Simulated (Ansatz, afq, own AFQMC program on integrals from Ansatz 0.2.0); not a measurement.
AFQMC on a folder of integrals that Ansatz 0.2.0 wrote.

```yaml
crystal:
  periodic: [false, false, false]
  atoms:
    - {symbol: As, position_ang: [0.000000, 0.000000, 0.000000]}
basis:
  gaussian: {orbitals: 6-31G}
magnetization: {spin_polarized: true, initial_magnetization: 3}
correlation: {method: ccsd_t, electrons: outside_noble_gas, hamiltonian_folder: ham}
```

```sh
$ ansatz run in.yaml --threads 1 --pin off --events-out ev --progress --plain --max-ram 16896MiB --backend cuda --devices 0, --max-vram 18GiB
```

Options of the walk:

```
--method phaseless --trial cisd --walkers 4000 --populations 20 --least-time 60 --time-step 0.005 --steps-per-block 50 --equilibration-blocks 28 --max-blocks 4000 --target-error 8e-05 --factor-cut 1e-05 --start spin_pure --seed 2843 --release-times 0.24,0.5,1,1.5 --release-step 0.02 --release-every 3 --taylor-order 6
```

Times are imaginary, in 1/Eh. The walk had a cap of 122 s. With eight or more populations the least sampling time is a fifth of least-time, and the error comes from their spread. Filled inner d shells are frozen with the cores.

```
orbitals 15  electrons 4 1  factors 89 of 195
reference energy -2233.85950729 Eh
CCSD correlation -0.01908912 Eh in 7 cycles, weight of the determinant in the CISD state 0.9884
energy of the start -2233.878595 Eh
 block  time / (1/Eh)  mean weight  energy / Eh
     1     0.250  1.0000  -2233.878605
     2     0.500  1.0000  -2233.878634
     3     0.750  0.9999  -2233.878663
     4     1.000  1.0000  -2233.878683
     5     1.250  1.0000  -2233.878703
    12     3.000  1.0000  -2233.878757
    19     4.750  0.9999  -2233.878784
    20     5.000  1.0000  -2233.878805
    26     6.500  1.0000  -2233.878775
    33     8.250  1.0001  -2233.878763
    40    10.000  1.0000  -2233.878766
    47    11.750  1.0000  -2233.878764
    54    13.500  1.0001  -2233.878745
    58    14.500  0.9999  -2233.878743
    61    15.250  0.9999  -2233.878750
    68    17.000  1.0001  -2233.878751
    75    18.750  0.9999  -2233.878752
    78    19.500  0.9999  -2233.878771
error from the spread of 20 populations
released: time / (1/Eh)  energy / Eh  error  mean overlap
  0.24  -2233.878766  0.000004  0.9991
  0.50  -2233.878769  0.000004  0.9992
  1.00  -2233.878771  0.000003  1.0006
  1.50  -2233.878771  0.000002  0.9994
energy -2233.878760 +/- 0.000005 Eh
(rows thinned)
```

Q: Estimate how long the walk took on 1 × NVIDIA H100 80GB HBM3 with 2 threads of AMD EPYC 7R13 Processor (Zen 3), with other jobs on the host (the card was shared).

A: 18 s of wall time.

The run passed its tests (sampling time, drift between the halves within three errors, error under three times the target), which doesn't prove that it has relaxed.

Against this walk (error 0.1 meV) on the same determinant: CCSD(T) 0.6 meV higher, CCSDT(Q) 0.5 meV lower, CCSDTQ 0.5 meV lower, full CI 0.4 meV lower. The error is statistical and leaves out the bias of the constraint. Released to 1.50 1/Eh the energy lies 0.30 ± 0.14 meV (both errors) below the phaseless value, which shows part or all of the bias of the constraint, and full CI lies 0.1 meV below the released value.

Cautions: constraint bias not in the error; no relativity below Rb; no spin-orbit coupling; inner d shell frozen.

CCSDT and higher add their correlation energy to the determinant of the CCSD(T) run, since their own runs factorise the integrals more tightly (a shift of under 2 meV). A walk keeps the symmetry of its determinant, which the program's search chose and which needn't be the lowest solution, so a lower state of the same spin and another symmetry isn't excluded.
